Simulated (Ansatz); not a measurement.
## How far each method lies from full CI for NH⁻, doublet

Geometry: that of the NH⁻, quartet, kept fixed.

```xyz
2

N     0.0000    0.0000    0.0000
H     0.0000    0.0000    1.0736
```

Basis 6-31++G** (Cartesian d functions); Ansatz 0.2.0. Only valence electrons are correlated (noble-gas cores frozen), which leaves 7 electrons in 24 orbitals. R marks a restricted (for open shells ROHF) determinant. Active spaces: valence = (7e, 5o) chosen from the atoms' valence shells. This anion state lies near or above the neutral species, so the extra electron is weakly bound or unbound and the energies hang on the diffuse functions.

Full CI is exact within this basis and frozen core; it isn't the basis-set limit.

Coupled cluster chose its determinant by a search with trial CCSD, here up to 0.26 eV above the lowest Hartree–Fock solution of its kind, and MP2 stands on that determinant too.

- UHF ⟨S²⟩: 1.766
- ⟨S²⟩ of the determinant under UCCSD: 0.780
- T1 diagnostic (RCCSD): 0.0262
- largest doubles amplitude (RCCSD): 0.078
- T1 diagnostic (UCCSD): 0.0242

Q: From what is known of these methods and the diagnostics, rank them by the size of their error in total energy against full CI in 6-31++G**, smallest first (an estimate: the text doesn't fix the numbers).
A. RMP2
B. RCCSD
C. NEVPT2 (valence space)
D. CASSCF (valence space)
E. BCCD(T)

A: E (32 meV), B (159 meV), A (554 meV), C (865 meV), D (4338 meV).

All errors are against full CI in 6-31++G**. Within each family the higher level lies nearer, as is usual though not guaranteed.

The full-CI state has the irrep B2 of C2v, in the program's axes (one component, if the state is degenerate).

Natural occupations of full CI about the gap: 1.968 1.944 1.931 0.985 0.055 0.041 0.020 0.018 0.008 0.005; effectively unpaired electrons, Σ n²(2−n)², 1.05.
